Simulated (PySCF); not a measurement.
Compound: CFCl3.
Atom-mapped SMILES: `[F:1][C:2]([Cl:3])([Cl:4])[Cl:5]`

The geometry is computed with GFN2-xTB (gas phase).

Entries marked ? are missing. Bonds in one row agree within 0.01 Å.

```tsv
coordinate	value
F1–C2	?
C2–Cl3, C2–Cl4, C2–Cl5	?
F1–C2–Cl3	?
Cl3–C2–Cl4	?
```

Question: Fill in the missing values.

Answer: 
- F1–C2 = 1.337 Å, drawn single (alkyl fluorine to CCl3 carbon); 0.01 Å above the sum of covalent radii, 1.33 Å.
- C2–Cl3, C2–Cl4, C2–Cl5 = 1.771 Å, drawn single (CCl3 carbon to chlorine of a CCl3 group); 0.01 Å below the sum of covalent radii, 1.78 Å.
- F1–C2–Cl3 = 108.6°, at the CCl3 carbon; the outer atoms are 2.537 Å apart.
- Cl3–C2–Cl4 = 110.4°, at the CCl3 carbon; the outer atoms are 2.908 Å apart.

Radii are Cordero's, carbon taken as 0.76, 0.73 or 0.69 Å for four, three, and two or fewer neighbours.

Not checked by GFN2-xTB frequencies.
